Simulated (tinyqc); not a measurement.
Inside a calculation. Method: geometry optimisation on the PBE/sto-3g surface (energies and gradients from PySCF), for BH3, spin multiplicity 1. Computed by tinyqc, a small Python program that keeps every step (integrals from PySCF). Settings: charge = 0, multiplicity = 1, basis = sto-3g, functional = pbe,pbe, optimiser = sd, first Hessian = 0.3, largest step = 0.3, iteration cap = 30. Command: `OMP_NUM_THREADS=1 python tinyqc.py 25192 25193 out.jsonl` (the two numbers bound the seeds that draw the settings). One thread of a shared host (Intel(R) Xeon(R) Processor @ 2.60GHz), about 20 s of CPU time with the checks.

positions at the start (bohr):
```
          x        y       z
1B  -0.0302   0.0057  0.0529
2H   2.2960   0.0548  0.0643
3H  -1.1093   2.0163  0.0756
4H  -1.1735  -2.0636  0.0302
```

Stop when the largest gradient component is below 3e-5 hartree/bohr.

Course of the optimisation:
```
step  E (hartree)  largest gradient (hartree/bohr)
1      -26.218673                         3.25e-02
2      -26.222364                         2.46e-02
3      -26.221368                         4.07e-02
4      -26.217417                         7.01e-02
5      -26.209026                         1.24e-01
6      -26.217348                         6.18e-02
7      -26.210414                         1.12e-01
8      -26.216591                         6.51e-02
9      -26.210420                         1.11e-01
10     -26.216593                         6.47e-02
11     -26.210421                         1.11e-01
12     -26.216593                         6.46e-02
13     -26.210422                         1.11e-01
14     -26.216593                         6.45e-02
15     -26.210422                         1.11e-01
16     -26.216593                         6.45e-02
17     -26.210422                         1.11e-01
18     -26.216594                         6.45e-02
19     -26.210422                         1.11e-01
20     -26.216594                         6.44e-02
21     -26.210422                         1.11e-01
22     -26.216594                         6.44e-02
23     -26.210422                         1.11e-01
24     -26.216594                         6.44e-02
25     -26.210422                         1.11e-01
26     -26.216594                         6.44e-02
27     -26.210422                         1.11e-01
28     -26.216594                         6.44e-02
29     -26.210422                         1.11e-01
30     -26.216594                         6.44e-02
```

Can the last value be used, and what does the course show?

Not by the stop rule. Not converged within 30 steps: the energy rises at some steps, so steps overshoot. Reruns: method bfgs, first Hessian 0.6, largest step 0.3: converged in 9 (E = -26.22319).
